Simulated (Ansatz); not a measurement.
# Two structures, one formula

Two relaxed structures of MgSi2H5 (charge +1), closed shell (PBE0-D4/def2-TZVP; forces vanish, vibrations not checked).

A:

Mg1  (0.321, 1.617, 0.479)
Si2  (-0.588, 0.382, -1.503)
Si3  (0.168, -0.999, 0.398)
H4  (-1.344, 1.404, -0.539)
H5  (0.706, 1.310, -1.422)
H6  (0.712, -0.103, 1.566)
H7  (1.351, -1.821, 0.074)
H8  (-0.941, -1.715, 1.062)
(Å)

B:

| atom | x (Å) | y (Å) | z (Å) |
| --- | --- | --- | --- |
| Mg1 | -1.9750 | 1.3264 | -1.8111 |
| Si2 | 0.2131 | 0.6242 | -0.3617 |
| Si3 | 0.8201 | -1.0948 | 1.1358 |
| H4 | -3.3394 | 1.7231 | -2.6867 |
| H5 | 1.4162 | 1.5066 | -0.4574 |
| H6 | 1.1324 | -0.3490 | 2.3816 |
| H7 | 2.0303 | -1.6873 | 0.5135 |
| H8 | -0.2977 | -2.0492 | 1.2860 |

Ansatz 0.2.0; basis: def2-TZVPP; cores frozen in the correlated methods. The outer core shell of Li, Na, Mg and K is correlated. The def2 sets are not built for correlating such inner shells, so the correlated values are less sure here. B3LYP uses VWN-RPA correlation.

(1) Which structure is lower at CCSD(T), and by how much? (An estimate is asked for; the value comes from the calculation.)

T1 diagnostic: at most 0.017.

## Answers

(1) By the calculation: A, by 18.39 kcal/mol (electronic energy, against the other). By their contacts, A is MgSi₂H₅ ([H]1[SiH2]2[Si]34[H][Mg]123[H]4), total charge +1 and B is MgSi₂H₅ ([MgH][SiH][SiH3]), total charge +1.

All methods give the same order:

```csv
method,E(B) − E(A) (kcal/mol)
PBE-D4,23.16
r2SCAN-D4,24.29
PBE0-D4,21.81
B3LYP-D4,15.43
wB97M-V,19.39
HF,1.95
MP2,20.60
CCSD,15.65
CCSD(T),18.39
```

Labels in which every atom is bracketed show which atoms are joined, not bond orders.

For scale, one of the runs: CCSD(T)/def2-TZVPP, 186 basis functions, launched by `ansatz run in.yaml --threads 2 --pin off --events-out ev --progress --plain --max-ram 4352MiB`. Time: 51 s of wall clock on 2 CPU threads of an Arm Neoverse V2; the host was shared. Peak host memory: 1.8 GiB.
